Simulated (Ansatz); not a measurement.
Consider the interaction energy of a dimer with the counterpoise correction of O₂S, SMILES O=S=O (Ansatz 0.2.0, Python API).

`dimer.py`:
```python
"""Interaction energy of two O2S molecules, with the counterpoise correction."""

import ansatz as az

FIRST = [
    ("O", (-0.9702, 0.6297, -0.4591)),
    ("S", (0.28, 0.3714, 0.1941)),
    ("O", (0.6902, -1.0011, 0.265)),
]
SECOND = [
    ("O", (-1.3592, -2.7688, 1.6824)),
    ("S", (-1.4673, -3.7135, 2.7559)),
    ("O", (-0.4946, -3.601, 3.8038)),
]

def energy(atoms, ghosts=()):
    molecule = az.Crystal.molecule()
    for symbol, xyz in atoms:
        molecule = molecule.atom(symbol, xyz)
    calc = (
        molecule.calculation()
        .basis(gaussian="def2-SVPD")
        .correlation("mp2")
    )
    deck = calc.input()
    if ghosts:
        deck = deck.set(az.key.basis.gaussian.ghost_atoms, [{"symbol": s, "position_ang": list(xyz)} for s, xyz in ghosts])
    return az.Session.from_dict(deck).plan().execute().report["free_energy_ev"]


def main() -> None:
    # ghost atoms carry the functions of the partner
    both = energy(FIRST + SECOND)
    alone = energy(FIRST) + energy(SECOND)
    ghosted = energy(FIRST, SECOND) + energy(SECOND, FIRST)
    print(f"dimer {both:.6f} eV")
    print(f"interaction, uncorrected   {23.060548 * (both - alone):8.3f} kcal/mol")
    print(f"interaction, counterpoise  {23.060548 * (both - ghosted):8.3f} kcal/mol")
    print(f"basis-set superposition    {23.060548 * (alone - ghosted):8.3f} kcal/mol")


if __name__ == "__main__":
    main()
```

How large is the interaction at this pose, and how much of it is basis-set superposition?

Uncorrected it is -2.035 kcal/mol, with the counterpoise correction -0.184 kcal/mol; the difference, 1.85 kcal/mol, is the superposition error.

The run itself:

Running `python dimer.py` prints:
```text
dimer -29796.128118 eV
interaction, uncorrected     -2.035 kcal/mol
interaction, counterpoise    -0.184 kcal/mol
basis-set superposition       1.851 kcal/mol
```

Total energies depend on the basis set; only differences at equal settings carry meaning. The dimer is a generated trial pose of unrelaxed monomers, not a minimum, so the figure is no binding energy, and the basis set is small. Hardware and time: 23 s on 1 thread of Arm Neoverse N1 (shared host), peak memory 0.38 GiB.
